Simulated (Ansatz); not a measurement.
A calculation on zinc-blende InP returned lattice constant a 5.886 Å, bulk modulus 70.6 GPa, cohesive energy 3.45 eV/atom.

For reference: lattice constant a 5.858 Å (measured, static lattice: zero-point anharmonic expansion removed; as tabulated in Mejia-Rodriguez and Trickey (2018), arXiv:1807.09216); bulk modulus 72 GPa (measured, 0 K value with the zero-point phonon effect removed; as tabulated in Mejia-Rodriguez and Trickey (2018), arXiv:1807.09216).

Task: Which level of theory produced these numbers?
A) BLYP (Ansatz (a first-principles code))
B) r²SCAN+rVV10 (Ansatz)
C) PBE (Ansatz)
D) LDA (Ansatz)

Result: B, r²SCAN+rVV10 (Ansatz)

The others give: BLYP 6.073 Å, 48.7 GPa, 2.69 eV/atom; LDA 5.827 Å, 71.2 GPa, 3.96 eV/atom; PBE 5.959 Å, 59.5 GPa, 3.14 eV/atom.

Unless a cell is named, each level is at its own relaxed cell (BLYP 27.99, LDA 24.73, PBE 26.45, r²SCAN+rVV10 25.49 Å³/atom).

Caveats: the cell is over a tenth larger than the published one: the level's own overestimate first of all, though another phase or state, or a fault of the published cell, is possible (BLYP). Ansatz's density-functional and Hartree–Fock values are scalar-relativistic unless marked +SOC, with PAW data made under PBE.
